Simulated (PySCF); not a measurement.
The first ionisation energy along the third row

Calculated with PySCF 2.14 from differences of total energies of unrestricted determinants, without spin-orbit coupling. Values in eV. The last column holds reference values (NIST; (s) semi-empirical, (t) theoretical, else measured). Unmarked ones compare directly (S terms, centres of terms, or small fine structure); those marked * lie between the lowest fine-structure levels and include a spin-orbit shift.

```json
{"element": "Mg (aug-cc-pVQZ with one added diffuse shell each of s, p, d, f, g type, non-relativistic)", "configurations": "[Ne] 3s2 → [Ne] 3s1", "UHF": "6.606", "LDA": "7.722", "PBE": "7.614", "PBE0": "7.542", "MP2 (valence)": "7.271", "SCS-MP2 (valence)": "7.404", "reference": "7.646"}
{"element": "Al (aug-cc-pV(Q+d)Z with one added diffuse shell each of s, p, d, f, g type, non-relativistic)", "configurations": "[Ne] 3s2 3p1 → [Ne] 3s2", "UHF": "5.608", "LDA": "6.030", "PBE": "6.077", "PBE0": "6.097", "MP2 (valence)": "5.853", "SCS-MP2 (valence)": "5.840", "reference": "5.977"}
{"element": "Si (aug-cc-pV(Q+d)Z with one added diffuse shell each of s, p, d, f, g type, non-relativistic)", "configurations": "[Ne] 3s2 3p2 → [Ne] 3s2 3p1", "UHF": "7.637", "LDA": "8.232", "PBE": "8.198", "PBE0": "8.219", "MP2 (valence)": "8.077", "SCS-MP2 (valence)": "7.990", "reference": "8.157"}
{"element": "P (aug-cc-pV(Q+d)Z with one added diffuse shell each of s, p, d, f, g type, non-relativistic)", "configurations": "[Ne] 3s2 3p3 → [Ne] 3s2 3p2", "UHF": "9.906", "LDA": "10.578", "PBE": "10.490", "PBE0": "10.530", "MP2 (valence)": "10.526", "SCS-MP2 (valence)": "10.346", "reference": "10.526"}
{"element": "S (aug-cc-pV(Q+d)Z with one added diffuse shell each of s, p, d, f, g type, non-relativistic)", "configurations": "[Ne] 3s2 3p4 → [Ne] 3s2 3p3", "UHF": "9.239", "LDA": "10.566", "PBE": "10.431", "PBE0": "10.406", "MP2 (valence)": "10.102", "SCS-MP2 (valence)": "10.203", "reference": "10.336"}
{"element": "Cl (aug-cc-pV(Q+d)Z with one added diffuse shell each of s, p, d, f, g type, non-relativistic)", "configurations": "[Ne] 3s2 3p5 → [Ne] 3s2 3p4", "UHF": "11.766", "LDA": "13.203", "PBE": "12.973", "PBE0": "12.956", "MP2 (valence)": "12.870", "SCS-MP2 (valence)": "12.888", "reference": "12.974"}
{"element": "Ar (aug-cc-pV(Q+d)Z with one added diffuse shell each of s, p, d, f, g type, non-relativistic)", "configurations": "[Ar] → [Ne] 3s2 3p5", "UHF": "14.549", "LDA": "15.991", "PBE": "15.705", "PBE0": "15.715", "MP2 (valence)": "15.849", "SCS-MP2 (valence)": "15.761", "reference": "15.819"}
```

Task: Which of these methods has the smallest mean absolute error against the measured values here?

Result: PBE, with 0.060 eV.

```json
{"method": "UHF", "elements": "7", "mean error (eV)": "-0.875", "mean absolute error (eV)": "0.875", "largest error (eV)": "-1.270"}
{"method": "LDA", "elements": "7", "mean error (eV)": "0.127", "mean absolute error (eV)": "0.127", "largest error (eV)": "0.230"}
{"method": "PBE", "elements": "7", "mean error (eV)": "0.008", "mean absolute error (eV)": "0.060", "largest error (eV)": "-0.114"}
{"method": "PBE0", "elements": "7", "mean error (eV)": "0.005", "mean absolute error (eV)": "0.069", "largest error (eV)": "0.121"}
{"method": "MP2 (valence)", "elements": "7", "mean error (eV)": "-0.127", "mean absolute error (eV)": "0.135", "largest error (eV)": "-0.375"}
{"method": "SCS-MP2 (valence)", "elements": "7", "mean error (eV)": "-0.143", "mean absolute error (eV)": "0.143", "largest error (eV)": "-0.242"}
```

Errors include the incompleteness of the basis and the frozen core.

"Valence" correlates the outer s and p shells and, in groups 3 to 12 and the f block, the outer d or f shell, open or full, or the next shell where the ion has no valence electron left; the wider scheme adds the next inner shell.
